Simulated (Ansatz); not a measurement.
A made-up structure of CH₇Si₂ (charge -1), closed shell:

```xyz
10
angstrom
C 0.0413 0.7968 -0.4596
Si -1.6534 0.4417 -0.8050
Si 0.9556 -0.9032 0.9032
H -2.0275 -0.7992 -1.3850
H -2.5603 1.5053 -1.0553
H 0.1777 1.6895 0.0955
H 0.8213 0.9011 -1.1698
H 0.6134 -2.2807 0.4092
H 0.4619 -0.8813 2.3204
H 2.4598 -0.9384 1.0386
```

It is relaxed with PBE-D4/def2-SVPD and then PBE0-D4/def2-TZVPD (Ansatz 0.2.0). Atoms count as bonded within 1.22 times the sum of their covalent radii (H–H: 0.88 Å). The end point is not checked to be a true minimum.

Question: Does its bonding change? (Judge from chemistry; the calculation decides.)

Answer: By the calculation: Yes. Formed: C1–Si3; broken: none.

Where it ends: The first stage lowers the energy by 2.42 eV in 9 steps. It ends as CH₇Si₂ ([SiH2][CH2][SiH3]), total charge -1:
C1  (0.091, 0.601, -0.209)
Si2  (-1.859, 0.271, -0.361)
Si3  (0.852, -0.753, 0.783)
H4  (-1.762, -0.740, -1.520)
H5  (-2.170, 1.471, -1.280)
H6  (0.232, 1.540, 0.341)
H7  (0.593, 0.703, -1.178)
H8  (0.482, -2.118, 0.298)
H9  (0.468, -0.689, 2.227)
H10  (2.363, -0.756, 0.790)
(Å)

Labels in which every atom is bracketed show which atoms are joined, not bond orders.

For scale, one of the runs: PBE0-D4/def2-TZVPD relaxation, 186 basis functions, launched by `ansatz run in.yaml --threads 2 --pin off --events-out ev --progress --plain --max-ram 4352MiB`. Hardware: 2 CPU threads of an Arm Neoverse V1, shared host. Wall time about 36 s.
